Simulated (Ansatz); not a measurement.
# C2H5Si radical: how energies converge with the basis set

One table from this session's results is given with a row withheld; the runs are named, their logs left out.

Computed with Ansatz 0.2.0, Gaussian basis. Level: one geometry, several basis sets.

The runs, in order: PBE0-D4/def2-SVP; ωB97M-V/def2-SVP; PBE0-D4/def2-QZVPP; ωB97M-V/def2-QZVPP; CCSD(T)/cc-pV(D+d)Z; CCSD(T)/cc-pV(T+d)Z; CCSD(T)/cc-pV(Q+d)Z; the functionals' def2-TZVPP values are taken from earlier runs.

**Structure used throughout**

All runs share one geometry, relaxed beforehand with PBE0-D4 in a triple-zeta def2 set.

SMILES `C=C[SiH2]`, 8 atoms, charge 0, spin multiplicity 2.

Atoms are counted from 1 here; the program's logs count them from 0.

Bond lengths: C1–C2 1.338 Å, C1–H4 1.086 Å, C1–H5 1.086 Å, C2–Si3 1.837 Å, C2–H6 1.089 Å, Si3–H7 1.488 Å, Si3–H8 1.487 Å. Angles: C2–C1–H4 121.8°, C2–C1–H5 122.0°, H4–C1–H5 116.2°, C1–C2–Si3 124.1°, C1–C2–H6 118.0°, Si3–C2–H6 117.8°, C2–Si3–H7 112.1°, C2–Si3–H8 113.3°, H7–Si3–H8 112.2°.

Geometry (Å):

```xyz
8
C2H5Si
C    -0.40859    0.93022   -0.87791
C    -0.35773    0.34892    0.32656
Si    0.88638   -0.91349    0.80762
H     0.26623    0.64494   -1.67989
H    -1.12895    1.70838   -1.11165
H    -1.05666    0.68920    1.08916
H     1.53155   -1.54406   -0.37510
H     0.35998   -1.92120    1.76541
```

The first run:

Contents of in.yaml:

```yaml
crystal:
  periodic: [false, false, false]
  atoms:
    - {symbol: C, position_ang: [-0.408592, 0.930223, -0.877907]}
    - {symbol: C, position_ang: [-0.357729, 0.348917, 0.326561]}
    - {symbol: Si, position_ang: [0.886379, -0.913491, 0.807621]}
    - {symbol: H, position_ang: [0.266232, 0.644939, -1.679888]}
    - {symbol: H, position_ang: [-1.128955, 1.708378, -1.111654]}
    - {symbol: H, position_ang: [-1.056658, 0.689200, 1.089165]}
    - {symbol: H, position_ang: [1.531546, -1.544062, -0.375104]}
    - {symbol: H, position_ang: [0.359978, -1.921203, 1.765406]}
basis:
  gaussian: {orbitals: def2-SVP}
magnetization: {spin_polarized: true, initial_magnetization: 1}
hamiltonian: {xc: pbe0, dispersion: d4}
output: {orbitals: {seedname: orbitals}}
```

The run is started by

```console
$ ansatz run in.yaml --threads 2 --pin off --events-out ev --progress --plain --max-ram 32768MiB --backend cpu
```

Steps of the session up to this table: PBE0-D4 in def2-SVP; ωB97M-V in def2-SVP; PBE0-D4 in def2-QZVPP; ωB97M-V in def2-QZVPP.

One of the session's tables, all rows but one given; the rest of the session is left out.

```
functional       basis  HOMO (eV)  LUMO (eV)
   PBE0-D4    def2-SVP      -5.72      -2.27
   PBE0-D4  def2-TZVPP      -5.76      -2.33
   PBE0-D4  def2-QZVPP      -5.77      -2.35
   ωB97M-V    def2-SVP          ?          ?
   ωB97M-V  def2-TZVPP      -7.44      -0.68
   ωB97M-V  def2-QZVPP      -7.46      -0.74
```

**Question.** Estimate the row for ωB97M-V, def2-SVP.

As computed: HOMO (eV): -7.38; LUMO (eV): -0.55. In the column «HOMO (eV)» it lies between ωB97M-V, def2-TZVPP (-7.44) and PBE0-D4, def2-QZVPP (-5.77).
